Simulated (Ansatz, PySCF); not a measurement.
Dimer: CH4 (SMILES C) (first 5 atoms) with HF (SMILES F); geometry from A24 set.
(charge 0, multiplicity 1):
```
atom    x (Å)    y (Å)    z (Å)
----  -------  -------  -------
C      0.0000   0.0000   1.7707
H      0.5159  -0.8936   1.4203
H      0.0000   0.0000   2.8581
H      0.5159   0.8936   1.4203
H     -1.0319   0.0000   1.4203
H      0.0000   0.0000  -0.5488
F      0.0000   0.0000  -1.4680
```

Interaction energies are E(AB) − E(A) − E(B) at the monomers' geometry in the complex; basis-set methods are counterpoise corrected. Rows marked so take none.

Rows in 3-21G, 6-31G* carry no dispersion term and start afresh at each structure (6-31G* with six Cartesian d functions).

Codes used: Ansatz (Gaussian orbitals); PySCF for 3-21G rows, 6-31G* rows, the dispersion terms. Values without a source in brackets are computed.

Question: What is the computed interaction energy (HF/3-21G (no counterpoise))?

Answer: -36 meV

Ansatz is a quantum-chemistry and plane-wave program.
